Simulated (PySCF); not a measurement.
Molecule: 2,2,2-trifluoroethylamine, C₂H₄F₃N.

Cartesian coordinates in Å; atom numbers follow the order of the lines, from 1:
```xyz
10

N    -1.3944   -0.0212    0.1009
C    -0.0867    0.5924    0.0626
C     0.9767   -0.4983    0.0695
F     0.8612   -1.3138   -0.9907
F     2.2126    0.0254    0.0113
F     0.9357   -1.2691    1.1571
H    -2.1219    0.6811    0.1358
H    -1.5475   -0.6074   -0.7122
H     0.1185    1.2214   -0.8214
H     0.0547    1.1941    0.9645
```

Frames of a GFN2-xTB Langevin trajectory at 300 K; GIAO PBE0/pcSseg-1 shieldings in PySCF, gas phase, non-relativistic; equivalent atoms averaged within each frame.

Referencing at the same level of theory: 15N (σ = 267.73 ppm) against NH3; TMS for 13C (σ = 186.93 ppm), 1H (σ = 31.72 ppm); 19F (σ = 170.95 ppm) vs CFCl3. The references are static minima.

Question: How do the shifts (ppm) fluctuate along the trajectory?

Answer: 
```csv
time (fs),N1,C3,C2,F4/F5/F6,H9/H10,H7/H8
optimised geometry,22.3,134.6,50.7,-91.7,3.52,0.67
250,30.7,137.3,50.8,-81.6,3.65,1.58
425,21.7,134.2,57.3,-87.4,4.67,1.48
625,22.2,139.4,60.4,-77.5,4.10,1.99
800,14.0,139.6,51.6,-79.3,3.26,1.03
1000,23.5,132.6,53.7,-95.2,3.68,1.01
mean of frames,22.4,136.6,54.7,-84.2,3.87,1.42
standard deviation,6.0,3.1,4.0,7.2,0.54,0.41
```

5 frames give an uncertainty of the mean of about the standard deviation over 2.2 at best, since frames this close in time may not be independent; classical motion lacks zero-point vibration, and the reference would need the same averaging.
